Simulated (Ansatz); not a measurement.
**Structure relaxation of K**

The calculation used Ansatz 0.2.0, DFT PBEsol, scalar-relativistic, plane waves, PAW. Cutoff 420 eV, Γ-centred k mesh, Gaussian smearing, no spin polarisation in the final step.

The start puts K on the simple hexagonal structure type (P6/mmm, No. 191), at a guessed volume.

```
K
1.0
     4.58082    0.00000    0.00000
    -2.29041    3.96711    0.00000
     0.00000    0.00000    4.28020
K
1
Cartesian
  0.0000 0.0000 0.0000
```

Cell and atoms relax at zero pressure; the relaxation can't lower the symmetry of the start.

Energies count from the standard state of K at the same level.

What does it relax into?

It keeps P6/mmm (No. 191). The result has the simple hexagonal structure. Conventional cell: a = 4.478 Å, c = 4.215 Å. K has 2 K at 4.21 Å and 6 K at 4.48 Å.

Space group P6/mmm (No. 191). a = 4.478 Å, b = 4.478 Å, c = 4.215 Å, α = 90.00°, β = 90.00°, γ = 120.00°
```tsv
atom	site	symmetry	x	y	z
K	1a	6/mmm	0.0000	0.0000	0.0000
```

What are its volume, energy, density and gap?

The volume per atom is 73.19 Å³ and the density is 0.89 g/cm³. The energy over the standard structure is 0.06 eV/atom and the gap on the 15×15×14 mesh is 0 eV (a metal).

The final run used a 15×15×14 mesh on its 1-atom cell and 0.10 eV smearing. For metals, differences of a few meV/atom aren't resolved. A structure relaxed within its symmetry needn't be a true minimum.